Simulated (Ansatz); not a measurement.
**CH3Al (SMILES C[Al]): the energy, rung by rung**

CH3Al: 5 atoms, total charge 0, spin state singlet. As SMILES, `C[Al]`. The shape was relaxed beforehand at wB97X-V/def2-SVP.

```xyz
5

C    -0.1279   -0.0561    0.0527
Al    1.5812    0.6929   -0.6507
H    -0.2328   -1.1359   -0.1729
H    -0.2070    0.0501    1.1528
H    -1.0134    0.4489   -0.3819
```

Each level gives the dissociation energy of the H3–C1 bond into doublet H and doublet CH2Al (shapes relaxed at wB97X-V/def2-SVP, no zero-point term) (eV). The values are calculated.

```
               level                    kind  program  value (eV)  CPU time (all runs)
       HF/def2-TZVPP            Hartree–Fock   Ansatz        3.32                3.9 s
    SVWN5/def2-TZVPP                     LDA   Ansatz        4.98                1.6 s
      PBE/def2-TZVPP                     GGA   Ansatz        4.41                2.6 s
   r2SCAN/def2-TZVPP                meta-GGA   Ansatz        4.33                6.9 s
  PBE0-D4/def2-TZVPP           global hybrid   Ansatz        4.40                2.6 s
CAM-B3LYP/def2-TZVPP  range-separated hybrid   Ansatz        4.46                3.1 s
  wB97M-V/def2-TZVPP  range-separated hybrid   Ansatz        4.52                6.7 s
   B2PLYP/def2-TZVPP           double hybrid   Ansatz        4.44                6.4 s
  RPA@PBE/def2-TZVPP                     RPA   Ansatz        4.35                4.4 s
```

The values span 3.32 to 4.98 eV. Spin contamination of the reference (⟨S²⟩ at least 0.1 too high) touches HF/def2-TZVPP. Hartree–Fock misses the correlation of the electron pair that is broken and comes out low. Measured bond enthalpies also hold zero-point and thermal terms, a few tenths of an eV less. CPU times are rough (shared hosts, several kinds of processor): they show what a rung costs within a factor of a few.
